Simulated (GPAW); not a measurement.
# HNO3 (nitric acid): a chain of runs

Wanted: a structure relaxation (AM05/szp(dzp)), then the harmonic vibrations (AM05/szp(dzp)), then the excited states (TD-AM05/dzp) of HNO3 (nitric acid). Input form: an ASE script.

The calculation is run with GPAW 26.7.0.

2 further runs of the same task are left out: 2 set aside as unsound or not needed. Runs told in other sessions of the task aren't counted.

## (1) The structure to begin with

HNO3: 5 atoms, total charge 0, spin state singlet. As SMILES, `O=[N+]([O-])O`. All atoms were displaced at random from a relaxed shape. The run starts from this shape.

Bond lengths: O1–N2 1.150 Å, N2–O3 1.160 Å, N2–O4 1.367 Å, O4–H5 1.049 Å. Angles: O1–N2–O3 125.9°, O1–N2–O4 117.0°, O3–N2–O4 117.1°, N2–O4–H5 113.3°.

## (2) A geometry optimisation at AM05/szp(dzp) (scalar-relativistic datasets) (run 1)

mol_relax.py reads:

```python
import numpy as np
from ase import Atoms
from ase.io import write
from ase.optimize import LBFGS
from ase.units import Bohr
from gpaw import GPAW, setup_paths
from gpaw.atom.configurations import parameters
from gpaw.atom.generator import Generator
from gpaw.utilities.adjust_cell import adjust_cell

# Atomic positions
positions_bohr = np.array(
              [[  2.451347,  -0.729997,   1.345886],
               [  0.507599,  -0.589887,   0.386228],
               [ -0.982820,  -2.192182,   0.262795],
               [ -0.096659,   1.665822,  -0.719651],
               [ -1.891958,   1.671459,  -1.561161]])
atoms = Atoms('ONOOH', positions=positions_bohr * Bohr)
adjust_cell(atoms, 3.0, h=0.18)

# PAW datasets for this functional
for symbol in ['H', 'N', 'O']:
    Generator(symbol, xcname='AM05', scalarrel=True, nofiles=True, txt=None).run(**parameters[symbol])
setup_paths.insert(0, '.')

# Calculator
dft = GPAW(mode='lcao',
           h=0.18,
           basis='szp(dzp)',
           xc='AM05',
           symmetry='off',
           maxiter=150,
           txt='-')
atoms.calc = dft

opt = LBFGS(atoms, trajectory='mol.traj')
converged = opt.run(fmax=0.02, steps=40)
print('Converged:', converged)
print(f'Final energy: {atoms.get_potential_energy():.5f} eV')
print(f'r(O3-N1)                {atoms.get_distance(3, 1):.4f} Ang')
print(f'r(O2-N1) = {atoms.get_distance(2, 1):.4f} Ang')
write('relaxed.xyz', atoms)
```

On the command line:

```bash
OMP_NUM_THREADS=1 python mol_relax.py
```

The log of the run:

```text
[...]
Number of symmetries: 1
[...]
  Number of IBZ points: 1
[...]
basis functions: 40
Spin-components: 1 (collinear spins)
Bands:           17
[...]
  Valence electrons: 24.0
[...]
  Grid points: [48 48 44]
  Charge: 0.0  # |e|
[...]
    cutoffs:
[...]
occupation numbers:
  # Zero width
[...]
xc functional:
  name: AM05 with 2 nearest neighbor stencil
[...]
|iter     |     time |      energy | eigst |  dens |
[...]
|iter:   1| 00:00:02 |  -25.098816 |      c|       |
[...]
Converged in 10 steps
[...]
dipole moment: (-0.368721, 0.265781, -0.268643)  # |e|*Ang
Fermi level: -4.912
[...]
Converged in 10 steps
[...]
Converged in 2 steps
[...]
Converged in 4 steps
[...]
Converged in 4 steps
[...]
|iter:   4| 00:01:33 |  -23.308850c|      c| -4.00c|
Converged in 4 steps
[...]
Energy contributions relative to reference atoms: (reference = -7575.148261)
Energy contributions:
  Kinetic:          -5.262288
  Coulomb:           3.163656
  Zero:              0.847859
  External:          0.000000
  Xc:              -22.058078
  Entropy:           0.000000
  Spinorbit:         0.000000
  ----------------------------
  Free energy:     -23.308850
  Extrapolated:    -23.308850
dipole moment: (-0.320284, 0.159613, -0.206753)  # |e|*Ang
Fermi level: -5.996
Eigenvalues  # (at kpt = [0.000, 0.000, 0.000])
| band index |      eig [eV] | occ [0-2] |
|------------|---------------|-----------|
|          0 |       -31.404 |     2.000 |
|        ... |               |           |
|          4 |       -14.301 |     2.000 |
|          5 |       -13.837 |     2.000 |
|          6 |       -13.445 |     2.000 |
|          7 |       -11.587 |     2.000 |
|          8 |        -8.590 |     2.000 |
|          9 |        -8.510 |     2.000 |
|         10 |        -8.439 |     2.000 |
|         11 |        -7.707 |     2.000 |
|         12 |        -4.285 |     0.000 |
|         13 |        -2.000 |     0.000 |
[...]
Gap: 3.422 eV
Transition (v -> c):
[...]
Forces  # eV/Ang
|        x |        y |        z |
|----------|----------|----------|
|  0.00776 | -0.00439 | -0.01396 |  # O    0
| -0.00065 | -0.00394 | -0.00373 |  # N    1
|  0.00355 |  0.00418 |  0.00094 |  # O    2
| -0.00084 |  0.00072 | -0.00240 |  # O    3
| -0.00251 |  0.00219 | -0.00075 |  # H    4
Force computation time: 0.110  # s
LBFGS:   32 hh:mm:ss      -23.308850        0.016569
Converged: True
Final energy: -23.30885 eV
r(O3-N1)                1.4985 Ang
r(O2-N1) = 1.2936 Ang
```

Wall time 95 s (1 thread of Arm Neoverse V1, shared host); peak memory 0.31 GiB.

The path in brief:

| step | energy from the first frame kept (eV) | largest force (eV/Å) |
| --- | --- | --- |
| 0 | 0.0000 | 13.1159 |
| 2 | -1.8877 | 1.9530 |
| 4 | -1.9573 | 0.4985 |
| 6 | -1.9925 | 0.5235 |
| 8 | -2.0063 | 0.3005 |
| 10 | -2.0087 | 0.0632 |
| 12 | -2.0091 | 0.0453 |
| 14 | -2.0092 | 0.0365 |
| 16 | -2.0094 | 0.1101 |
| 18 | -2.0097 | 0.0220 |
| 20 | -2.0091 | 0.1029 |
| 22 | -2.0098 | 0.0277 |
| 24 | -2.0100 | 0.0543 |
| 26 | -2.0100 | 0.0242 |
| 28 | -2.0101 | 0.0203 |
| 30 | -2.0101 | 0.0520 |
| 32 | -2.0102 | 0.0166 |

After the run. Bond lengths: O1–N2 1.283 Å, N2–O3 1.294 Å, N2–O4 1.498 Å, O4–H5 1.053 Å. Angles: O1–N2–O3 131.5°, O1–N2–O4 114.7°, O3–N2–O4 113.8°, N2–O4–H5 93.2°.

## (3) The harmonic vibrations at AM05/szp(dzp) (scalar-relativistic datasets, shape nonlinear) (run 2)

relaxed.xyz reads:

```xyz
5
Lattice="8.64 0.0 0.0 0.0 8.64 0.0 0.0 0.0 7.92" Properties=species:S:1:pos:R:3:magmoms:R:1:forces:R:3 free_energy=-23.308850115470683 energy=-23.308850115470683 dipole="-0.3202843062290832 0.1596131782989877 -0.20675292736861148" magmom=0.0 pbc="F F F"
O        5.61482792       4.09415584       4.78753902       0.00000000       0.00776075      -0.00439234      -0.01396463
N        4.46410205       4.16074916       4.22505706       0.00000000      -0.00064536      -0.00393982      -0.00373302
O        3.52043960       3.28526189       4.09683333       0.00000000       0.00354942       0.00417643       0.00094292
O        4.14640807       5.48744293       3.60510400       0.00000000      -0.00084413       0.00072010      -0.00240140
H        3.19784339       5.17217962       3.27419188       0.00000000      -0.00250537       0.00219051      -0.00075284
```

calc.py reads:

```python
from ase.io import read
from ase.thermochemistry import IdealGasThermo
from ase.vibrations import Infrared
from gpaw import GPAW, setup_paths
from gpaw.atom.configurations import parameters
from gpaw.atom.generator import Generator

system = read("relaxed.xyz")

for symbol in ["H", "N", "O"]:
    Generator(symbol, xcname="AM05", scalarrel=True, nofiles=True, txt=None).run(**parameters[symbol])
setup_paths.insert(0, ".")

calc = GPAW(mode="lcao",
            convergence={"density": 1e-05},
            xc="AM05",
            basis="szp(dzp)",
            h=0.18,
            maxiter=150,
            symmetry="off",
            txt="gs.txt")
system.calc = calc

energy = system.get_potential_energy()
vib = Infrared(system, delta=0.02)
vib.run()
vib.summary()
freqs = vib.get_frequencies()
zpe = vib.get_zero_point_energy()
intensities = vib.intensities

thermo = IdealGasThermo(vib_energies=vib.get_energies(), potentialenergy=energy, atoms=system, geometry="nonlinear",
                        symmetrynumber=1, spin=0.0, ignore_imag_modes=True)
H = thermo.get_enthalpy(298.15, verbose=False)
S = thermo.get_entropy(298.15, 101325.0, verbose=False)
G = thermo.get_gibbs_energy(temperature=298.15, pressure=101325.0)
```

On the command line:

```bash
python3 calc.py
```

The log of the run:

```text
-------------------------------------
 Mode    Frequency        Intensity
  #    meV     cm^-1   (D/Å)^2 amu^-1
-------------------------------------
  0   11.2i     90.4i     0.0099
  1    7.9i     64.0i     0.0312
  2    8.0      64.3      0.0245
  3   13.1     105.8      0.0020
  4   18.3     147.6      0.0183
  5   21.8     176.0      0.0305
  6   56.9     459.1      0.2663
  7   66.5     536.5      1.8914
  8   68.4     551.6      0.0099
  9   75.5     609.2      0.2015
 10  101.9     821.9      0.8448
 11  146.5    1181.5      1.1999
 12  150.4    1213.0      3.9607
 13  199.3    1607.4      1.2309
 14  377.7    3046.8      1.7333
-------------------------------------
Zero-point energy: 0.652 eV
Static dipole moment: 1.985 D
Maximum force on atom in `equilibrium`: 0.0180 eV/Å

Enthalpy components at T = 298.15 K:
===============================
Enthalpy components at T = 298.15 K:
===============================
E_pot                -23.309 eV
E_ZPE                  0.622 eV
Cv_trans (0->T)        0.039 eV
Cv_rot (0->T)          0.039 eV
Cv_vib (0->T)          0.025 eV
-------------------------------
U                    -22.585 eV
===============================
(C_v -> C_p)           0.026 eV
-------------------------------
H                    -22.560 eV
===============================

Entropy components at T = 298.15 K and P = 101325.0 Pa:
=================================================
{"":15s}{"S":13s}     {"T*S:13s}
S_trans (1 bar)    0.0016638 eV/K        0.496 eV
S_rot              0.0010267 eV/K        0.306 eV
S_elec             0.0000000 eV/K        0.000 eV
S_vib              0.0001127 eV/K        0.034 eV
S (1 bar -> P)    -0.0000011 eV/K       -0.000 eV
-------------------------------------------------
S                  0.0028020 eV/K        0.835 eV
=================================================

Free energy components at T = 298.15 K and P = 101325.0 Pa:
=======================
    H        -22.560 eV
 -T*S         -0.835 eV
-----------------------
    G        -23.395 eV
=======================
```

gs.txt, cut to the lines that bear on the results:

```text
[...]
Converged in 9 steps
[...]
dipole moment: (-0.320559, 0.160113, -0.213149)  # |e|*Ang
[...]
Converged in 9 steps
[...]
dipole moment: (-0.319844, 0.159007, -0.200357)  # |e|*Ang
Fermi level: -6.005
Eigenvalues  # (at kpt = [0.000, 0.000, 0.000])
| band index |      eig [eV] | occ [0-2] |
|------------|---------------|-----------|
|          0 |       -31.417 |     2.000 |
|        ... |               |           |
|          4 |       -14.308 |     2.000 |
|          5 |       -13.845 |     2.000 |
|          6 |       -13.457 |     2.000 |
[... 9 lines of this table left out ...]
|         16 |         5.540 |     0.000 |
Gap: 3.424 eV
Transition (v -> c):
[...]
Forces  # eV/Ang
|        x |        y |        z |
|----------|----------|----------|
|  0.00515 | -0.01369 | -0.02185 |  # O    0
|  0.05582 |  0.00369 |  0.02179 |  # N    1
|  0.00065 |  0.01664 |  0.00201 |  # O    2
|  0.14567 |  0.01872 |  0.07299 |  # O    3
| -0.19550 | -0.02625 | -0.10314 |  # H    4
Force computation time: 0.108  # s
timing:  # [seconds]
  Total:  146.783  # ━━━━━━━━━━━━━━━━━━━━━━━━━━━━━━━━━━━━━━━━━━━━━━━━━━━━━━━━
  Init:     2.067  # ━
  SCF:    124.969  # ━━━━━━━━━━━━━━━━━━━━━━━━━━━━━━━━━━━━━━━━━━━━━━━╸
  Forces:   3.345  # ━╸
  Move:    16.270  # ━━━━━━
```

It took 2.5 min on 1 thread of Arm Neoverse V1, shared host; peak memory 0.34 GiB.

## (4) The excited states at TD-AM05/dzp (scalar-relativistic datasets, restrict set) (run 3)

relaxed.xyz is that of step 3.

lr.py reads:

```python
from ase.io import read
from ase.units import Hartree
from gpaw import GPAW, setup_paths
from gpaw.atom.configurations import parameters
from gpaw.atom.generator import Generator
from gpaw.lrtddft import LrTDDFT

# Atomic positions
molecule = read('relaxed.xyz')

# Generate the setups first
for symbol in ['H', 'N', 'O']:
    Generator(symbol, xcname='AM05', scalarrel=True, nofiles=True, txt=None).run(**parameters[symbol])
setup_paths.insert(0, '.')

# DFT calculator
calculator = GPAW(mode='lcao',
                  basis='dzp',
                  h=0.18,
                  xc='AM05',
                  nbands='nao',
                  maxiter=150,
                  symmetry='off',
                  legacy_gpaw=True,
                  txt='-')
molecule.calc = calculator
molecule.get_potential_energy()

# Linear-response TDDFT
lr = LrTDDFT(calculator, restrict={'jend': 15, 'istart': 6}, txt='lr.txt')
lr.diagonalize()
energies = [x.get_energy() * Hartree for x in lr][:10]
strengths = [x.get_oscillator_strength()[0] for x in lr][:10]
for n, (e, f) in enumerate(zip(energies, strengths), 1):
    print(f'{n:3d} {e:8.3f} eV  f = {f:.4f}')
```

On the command line:

```bash
python3 -u lr.py | tee lr.out
```

The log of the run:

```text
[...]
    cutoffs:
[...]
  Total Charge: 0.000000
[...]
Number of atoms: 5
[...]
Number of bands in calculation: 57
Number of valence electrons: 24
[...]
iter:   1 hh:mm:ss   -29.478949        c
[...]
Converged after 10 iterations.
Dipole moment: (-0.323925, 0.173176, -0.213372) |e|*Ang
[...]
Fermi level: -5.54334
[...]
iter:   3 hh:mm:ss   -27.218572c       c      c
Converged after 3 iterations.
Dipole moment: (-0.323925, 0.173176, -0.213372) |e|*Ang
Energy contributions relative to reference atoms: (reference = -7575.148261)
Kinetic:        +12.141299
Potential:      -15.281761
External:        +0.000000
XC:             -24.960799
Entropy (-ST):   +0.000000
Local:           +0.882689
SIC:             +0.000000
--------------------------
Free energy:    -27.218572
Extrapolated:   -27.218572
 Band  Eigenvalues  Occupancy
    0    -30.71844    2.00000
    1    -26.57781    2.00000
    2    -25.87486    2.00000
    3    -16.82965    2.00000
    4    -14.00682    2.00000
    5    -13.25253    2.00000
    6    -13.23084    2.00000
    7    -11.46946    2.00000
    8     -8.35160    2.00000
    9     -8.19291    2.00000
   10     -8.14460    2.00000
   11     -7.41219    2.00000
   12     -3.67448    0.00000
   13     -1.42137    0.00000
[...]
Fermi level: -5.54334
Gap: 3.738 eV
Transition (v -> c):
[...]
  5    6.897 eV  f = 0.0000
  6    7.394 eV  f = 0.0001
  7    7.432 eV  f = 0.0765
  8    8.023 eV  f = 0.0023
  9    8.029 eV  f = 0.0187
 10    8.711 eV  f = 0.0003
```

lr.txt:

```text
Kohn-Sham single transitions

KSS 24 transitions (restrict={'jend': 15, 'istart': 6})
KSS TRK sum 3.02584 (5.50997,2.39295,1.17461)
KSS polarisabilities(l=0-3) 3.02584, 44.1981, 1157.27, 37320.3

Linear response TDDFT calculation

[... 75 lines left out ...]
XC kss[13]
XC estimated time left 8s
XC kss[14]
XC estimated time left 7s
XC kss[15]
XC estimated time left 6s
XC kss[16]
XC estimated time left 6s
XC kss[17]
XC estimated time left 5s
XC kss[18]
XC estimated time left 4s
XC kss[19]
XC estimated time left 3s
XC kss[20]
XC estimated time left 2s
XC kss[21]
XC estimated time left 2s
XC kss[22]
XC estimated time left 1s
XC kss[23]
# diagonalize: 24 transitions original
# diagonalize: 24 transitions now
LrTDDFT digonalized:
  <LrTDDFTExcitation> om=4.00078[eV] |me|=0.00474767 (-0.37,0.31,0.87)
  <LrTDDFTExcitation> om=4.69135[eV] |me|=0.00739268 (-0.38,0.31,0.87)
  <LrTDDFTExcitation> om=5.58239[eV] |me|=0.148778 (-0.16,0.90,-0.40)
[... 20 lines of this table left out ...]
  <LrTDDFTExcitation> om=18.3949[eV] |me|=1.44218 (-0.90,-0.32,-0.30)
Timing:          incl.     excl.
---------------------------------------
diagonalize:     0.001     0.000   0.0% |
 build:          0.001     0.001   0.0% |
 clean:          0.000     0.000   0.0% |
 omega:          0.001     0.001   0.0% |
Other:          29.988    29.988 100.0% |---------------------------------------|
---------------------------------------
Total:                    29.989 100.0%

Memory usage: 299.55 MiB
```

Run time: 37 s. Hardware: 1 thread of Arm Neoverse V1, shared host; peak memory 0.29 GiB.

The roots found:

| excited state | energy (eV) | strength |
| --- | --- | --- |
| 1 | 4.001 | 0.0000 |
| 2 | 4.691 | 0.0000 |
| 3 | 5.582 | 0.0148 |
| 4 | 6.080 | 0.0019 |
| 5 | 6.897 | 0.0000 |
| 6 | 7.394 | 0.0001 |
| 7 | 7.432 | 0.0765 |
| 8 | 8.023 | 0.0023 |
| 9 | 8.029 | 0.0187 |
| 10 | 8.711 | 0.0003 |

## (5) Outcome

```
                                                                                     quantity             value
                 run 1, AM05/szp(dzp): energy as printed (from the program's reference atoms)       -23.3089 eV
                                                          run 1, AM05/szp(dzp): dipole moment            1.99 D
                                                            run 1, AM05/szp(dzp): HOMO energy          -7.71 eV
                                                            run 1, AM05/szp(dzp): LUMO energy          -4.29 eV
                                                          run 1, AM05/szp(dzp): HOMO–LUMO gap           3.42 eV
                 run 2, AM05/szp(dzp): energy as printed (from the program's reference atoms)       -23.3088 eV
                                             run 2, AM05/szp(dzp): lowest harmonic wavenumber          459 cm⁻¹
                                            run 2, AM05/szp(dzp): highest harmonic wavenumber         3047 cm⁻¹
                                                      run 2, AM05/szp(dzp): zero-point energy       60.0 kJ/mol
run 2, AM05/szp(dzp): ideal-gas entropy at 298.15 K and 101325 Pa (symmetry number 1 as used)  64.6 cal/(mol K)
                   run 3, TD-AM05/dzp: energy as printed (from the program's reference atoms)       -27.2186 eV
                  run 3, TD-AM05/dzp: dipole moment (of the density that the program reports)            2.04 D
                                    run 3, TD-AM05/dzp: HOMO energy (AM05 Kohn–Sham orbitals)          -7.41 eV
                                    run 3, TD-AM05/dzp: LUMO energy (AM05 Kohn–Sham orbitals)          -3.67 eV
                                  run 3, TD-AM05/dzp: HOMO–LUMO gap (AM05 Kohn–Sham orbitals)           3.74 eV
                                         run 3, TD-AM05/dzp: lowest singlet excitation energy           4.00 eV
```

The optimisation (run 1, AM05/szp(dzp)) took 32 steps and changed the energy by -2.010 eV. All 9 modes (run 2, AM05/szp(dzp)) are real, so the shape is a minimum at this level. The brightest of the 10 transitions from the ground state lies at 7.43 eV (167 nm, f = 0.077); the lowest, at 4.00 eV, has f = 0.000. Roots above 7.4 eV lie over the negative of the HOMO energy, where those of Rydberg kind are poorly described; valence roots are less touched.
